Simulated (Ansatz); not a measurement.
**Molecular dynamics of BFH5N**

Input:

```yaml
crystal:
  periodic: [false, false, false]
  atoms:
    - { symbol: B, position_ang: [-0.030646, 0.13209, 0.269069] }
    - { symbol: "N", position_ang: [0.040041, 0.248353, 1.822128] }
    - { symbol: H, position_ang: [-0.819798, 0.012122, 2.309022] }
    - { symbol: H, position_ang: [0.862085, -0.10554, 2.299555] }
    - { symbol: H, position_ang: [1.058034, 0.005453, -0.252563] }
    - { symbol: F, position_ang: [-1.08543, -0.574927, -0.210462] }
    - { symbol: H, position_ang: [-0.325002, 1.499772, 0.053566] }
    - { symbol: H, position_ang: [-0.151683, 1.338176, 1.045084] }
basis:
  gaussian: { orbitals: def2-SVP }
hamiltonian:
  xc: pbe0
  dispersion: d4
md:
  timestep: 0.5
  n_steps: 200
  ensemble: nve
  temperature: 100.0
  initial_velocities: maxwell_boltzmann
  seed: 4372
```

Command:

```bash
$ ansatz run input.yaml --threads 2 --pin off --max-ram 3072MiB --backend cpu --events-out ev --progress --plain --runs-dir out
```

It starts at the highest image of a converged band. Of that band: Neighbouring images differ by up to 1.4 eV, so the band resolves the path poorly. A vibrational analysis at the climbing image gives one clearly imaginary mode, 1367i cm⁻¹: a first-order saddle point.

Output, in part (step lines, the closing report, with atoms numbered from 0):

```
md step     0: t =     0.00 fs  T =   100.0 K  F+E_penalty+E_count = -4955.80599750 eV  E_kin = 0.077556 eV  conserved = -4955.72844150 eV  (22 SCF iters)
md step     1: t =     0.50 fs  T =    98.4 K  F+E_penalty+E_count = -4955.80475945 eV  E_kin = 0.076333 eV  conserved = -4955.72842671 eV  (23 SCF iters)
md step     2: t =     1.00 fs  T =    94.1 K  F+E_penalty+E_count = -4955.80134652 eV  E_kin = 0.072958 eV  conserved = -4955.72838812 eV  (23 SCF iters)
md step     3: t =     1.50 fs  T =    87.7 K  F+E_penalty+E_count = -4955.79635661 eV  E_kin = 0.068020 eV  conserved = -4955.72833655 eV  (24 SCF iters)
md step     4: t =     2.00 fs  T =    80.3 K  F+E_penalty+E_count = -4955.79059295 eV  E_kin = 0.062308 eV  conserved = -4955.72828493 eV  (24 SCF iters)
md step     5: t =     2.50 fs  T =    73.0 K  F+E_penalty+E_count = -4955.78486438 eV  E_kin = 0.056621 eV  conserved = -4955.72824325 eV  (24 SCF iters)
md step     6: t =     3.00 fs  T =    66.5 K  F+E_penalty+E_count = -4955.77982402 eV  E_kin = 0.051607 eV  conserved = -4955.72821669 eV  (24 SCF iters)
md step     7: t =     3.50 fs  T =    61.5 K  F+E_penalty+E_count = -4955.77588947 eV  E_kin = 0.047685 eV  conserved = -4955.72820406 eV  (24 SCF iters)
[... lines left out ...]
Total energy: -4957.18547492 eV, -182.1732061022 hartree
Atom 0 at     0.186533    -0.563423     0.622824 Å, force    -1.601519     1.578189     1.405855 eV/Å
Atom 1 at     0.158210    -0.400054     2.057995 Å, force     0.131422    -0.725758    -1.186308 eV/Å
Atom 2 at    -0.653735    -0.418425     2.659482 Å, force    -0.500529     0.234339    -0.394405 eV/Å
Atom 3 at     0.963291    -0.556245     2.652383 Å, force     0.310123    -0.047117    -0.430998 eV/Å
Atom 4 at     1.247190    -0.692406     0.081066 Å, force     0.014955    -0.273449    -0.317018 eV/Å
Atom 5 at    -0.974101    -0.297802    -0.086728 Å, force     1.645538    -0.766197     0.922902 eV/Å
Atom 6 at    -3.598901     7.819524    -4.296659 Å, force     0.112768     0.013530    -0.431868 eV/Å
Atom 7 at    -3.403620     7.843380    -5.045008 Å, force    -0.112759    -0.013536     0.431841 eV/Å
Dipole moment:     0.171310    -0.124126     0.508872 e Å
```

The steps, from the saved trajectory:

```csv
time (fs),T (K),potential energy less start (eV),conserved less start (meV/atom)
0.0,100,0.000,0.00
3.0,67,0.026,0.03
6.0,65,0.028,0.04
9.0,184,-0.065,0.04
12.0,481,-0.295,0.05
15.0,943,-0.654,0.00
18.0,1393,-1.003,-0.04
21.0,1655,-1.206,-0.02
24.0,1785,-1.307,0.01
27.0,1927,-1.417,-0.02
30.0,1991,-1.466,-0.01
33.0,2015,-1.485,-0.01
36.0,1991,-1.467,0.00
39.0,1921,-1.412,0.00
42.0,1817,-1.332,0.01
45.0,1775,-1.299,0.00
48.0,1758,-1.286,0.00
51.0,1746,-1.277,-0.01
54.0,1706,-1.245,0.03
57.0,1789,-1.309,0.02
60.0,1974,-1.454,-0.03
63.0,2037,-1.502,-0.03
66.0,1942,-1.429,-0.01
69.0,1818,-1.332,0.03
72.0,1837,-1.347,0.01
75.0,1918,-1.410,-0.03
78.0,1882,-1.382,-0.03
81.0,1769,-1.294,0.04
84.0,1810,-1.326,-0.01
87.0,1843,-1.352,-0.01
90.0,1822,-1.336,0.00
93.0,1819,-1.333,0.01
96.0,1879,-1.380,0.00
99.0,1893,-1.391,-0.01
```

All steps were run. The conserved energy stayed within 0.051 meV per atom of its start (net change 0.0076 meV per atom), so the integration is sound. The kinetic energy rose, since the run started high on the potential surface and went downhill. It ends in pieces (BFH3N + H2), so much of that is their flight and rotation, not heat. A run of 0.1 ps of so small a system gives no equilibrium averages. The orbitals stay closed-shell, which can raise the energy where a bond breaks towards radicals; this wasn't checked here.

Between its relaxed ends the band would form B1–H7, N2–H8 and break H7–H8. These pairs go: B1–H7 1.42 → 10.43 Å, N2–H8 1.35 → 11.45 Å, H7–H8 1.02 → 0.77 Å. In the last frame they stand as before the step (other bonds may differ from the relaxed reactants and products). It ends as BFH3N + H2. Pairs count as bonded within 1.25 times the sum of covalent radii (0.12 Å more for H–H).

Last frame:

```xyz
8
Properties=species:S:1:pos:R:3
B 0.186 -0.563 0.623
N 0.158 -0.400 2.058
H -0.654 -0.418 2.659
H 0.963 -0.556 2.652
H 1.247 -0.692 0.081
F -0.974 -0.298 -0.087
H -3.599 7.819 -4.297
H -3.404 7.843 -5.045
```

Time of the run: 2.5 min on 2 threads of Arm Neoverse V1, with other jobs on the host, peak memory 0.12 GiB.
